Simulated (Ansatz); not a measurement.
# C3H2OS: up Jacob's ladder to CCSD(T)

Aim: compute C3H2OS with functionals from several rungs and with coupled cluster. The yardstick is the atomisation energy at the CCSD(T) limit.

The runs use Ansatz 0.2.0, Gaussian basis; functionals in def2-TZVPP, the program's frozen cores in correlated methods.

Plan: LDA (SPW92), PBE-D4, revPBE-D4, BLYP-D4, r2SCAN-D4, B97M-V, PBE0-D4, B3LYP-D4, r2SCANh-D4, r2SCAN0-D4, HSE06-D4, BHLYP-D4, CAM-B3LYP-D4, LC-ωPBE, ωB97X-V, ωB97M-V, B2PLYP, PBE-QIDH; CCSD(T)/def2-SVP; CCSD(T)/def2-TZVPP; MP2/def2-QZVPP; extrapolation to the limit; RPA on PBE.

## (1) The relaxed structure

All runs share one geometry, relaxed beforehand with PBE0-D4 in a triple-zeta def2 set.

SMILES `C#CSC=O`, 7 atoms, charge 0, spin multiplicity 1.

Atoms are counted from 1 here; the program's logs count them from 0.

Bond lengths: C1–C2 1.203 Å, C1–H6 1.065 Å, C2–S3 1.671 Å, S3–C4 1.790 Å, C4–O5 1.188 Å, C4–H7 1.106 Å. Angles: C2–C1–H6 179.6°, C1–C2–S3 177.9°, C2–S3–C4 101.6°, S3–C4–O5 126.7°, S3–C4–H7 108.6°, O5–C4–H7 124.7°.

## (2) LDA

This LDA is Slater exchange with PW92 correlation.

Input file in.yaml:

```yaml
crystal:
  periodic: [false, false, false]
  atoms:
    - {symbol: C, position_ang: [-1.816902, -0.653707, 0.744562]}
    - {symbol: C, position_ang: [-0.704270, -0.201591, 0.807591]}
    - {symbol: S, position_ang: [0.835444, 0.430888, 0.954956]}
    - {symbol: C, position_ang: [1.380389, 0.453596, -0.749948]}
    - {symbol: O, position_ang: [0.759951, 0.097027, -1.697843]}
    - {symbol: H, position_ang: [-2.801185, -1.054536, 0.681047]}
    - {symbol: H, position_ang: [2.407774, 0.860224, -0.786065]}
basis:
  gaussian: {orbitals: def2-TZVPP}
hamiltonian: {xc: lda}
output: {orbitals: {seedname: orbitals}}
```

Launch:

```
> ansatz run in.yaml --threads 2 --pin off --events-out ev --progress --plain --max-ram 4352MiB
```

The runs that follow: PBE-D4 (GGA); revPBE-D4 (GGA); BLYP-D4 (GGA); r2SCAN-D4 (meta-GGA); B97M-V (meta-GGA); PBE0-D4 (hybrid); B3LYP-D4 (hybrid); r2SCANh-D4 (hybrid); r2SCAN0-D4 (hybrid); HSE06-D4 (hybrid); BHLYP-D4 (hybrid); CAM-B3LYP-D4 (range-separated); LC-ωPBE (range-separated); ωB97X-V (range-separated); ωB97M-V (range-separated); B2PLYP (double hybrid); PBE-QIDH (double hybrid); CCSD(T) in def2-SVP; CCSD(T) in def2-TZVPP; MP2 in def2-QZVPP; RPA on PBE orbitals.

**Question.** What will the summary of the whole plan be? Wanted: atomisation energy, CCSD(T)/CBS; farthest beyond LDA; mean size of error, GGA; mean size of error, meta-GGA; mean size of error, hybrid; mean size of error, range-separated; mean size of error, double hybrid; gap, smallest and largest; T1 diagnostic.

The runs gave:

```
                               quantity                                                                   value
        atomisation energy, CCSD(T)/CBS                                                           3026.3 kJ/mol
 functionals within 15.1 kJ/mol (0.5 %)  B3LYP-D4, r2SCANh-D4, CAM-B3LYP-D4, LC-ωPBE, ωB97X-V, B2PLYP, PBE-QIDH
                    farthest beyond LDA                                                  PBE-D4 (+182.6 kJ/mol)
                mean size of error, GGA                                                            108.6 kJ/mol
           mean size of error, meta-GGA                                                             37.9 kJ/mol
             mean size of error, hybrid                                                             56.8 kJ/mol
    mean size of error, range-separated                                                              9.5 kJ/mol
      mean size of error, double hybrid                                                              6.3 kJ/mol
              gap, smallest and largest                               3.86 eV (LDA (SPW92)), 10.99 eV (LC-ωPBE)
                          T1 diagnostic                                                                  0.0171
triples share of the correlation energy                                                                   5.1 %
```

**Reading.** LDA overbinds by 601.7 kJ/mol (20 %). PBE-D4 is off by +182.6 kJ/mol. Double hybrids carry the basis error of their MP2 part in triple zeta, and no dispersion term here, so their miss is partly the set-up's. The rungs double hybrid, range-separated miss on average by less than the doubt on the reference (15.1 kJ/mol), so they tie; GGA functionals have the largest mean beyond LDA (108.6 kJ/mol). The reference freezes the cores and leaves out relativity and excitations past (T), so misses under about 15.1 kJ/mol can't be ranked. Hartree-Fock recovers 67 % of the binding; the rest is correlation. CCSD(T) in def2-SVP is off by -166.6 kJ/mol, worse than the median functional, from the basis alone. The gap grows from 3.9 to 11.0 eV across the functionals, mostly with the share of exact exchange.
